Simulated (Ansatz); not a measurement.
**Rock-salt SnTe (cubic form, which distorts at low temperature)**

Level of theory: r²SCAN+rVV10 (plane waves, PAW; Ansatz, a program for electronic structure).

Numerical settings: plane-wave cutoff 500 eV, 12×12×12 k mesh, Fermi–Dirac smearing 0.05 eV, scalar-relativistic PAW data made under PBE.

Cell (relaxed at this level):

```
CELL_PARAMETERS angstrom
      0.00000     3.16478     3.16478
      3.16478     0.00000     3.16478
      3.16478     3.16478     0.00000
ATOMIC_POSITIONS crystal
  Sn 0.00000 0.00000 0.00000
  Te 0.50000 0.50000 0.50000
```

```yaml
band_gap: 0.05 eV (under three smearing widths, so not firm)
```

Measured, for comparison: band gap 0.3 eV (4 K, zero-point motion not removed, bulk gap, ARPES or transport; rounded; as tabulated in Ando (2013), arXiv:1304.5693).

Note: symmetry holds this phase in the static calculation, where it need not be a minimum.

Spin–orbit coupling is not included; with these elements it can move the gap by several tenths of an eV or more.

The computed numbers hold no vibrational or temperature effects.

The result took very roughly 40 core-seconds.
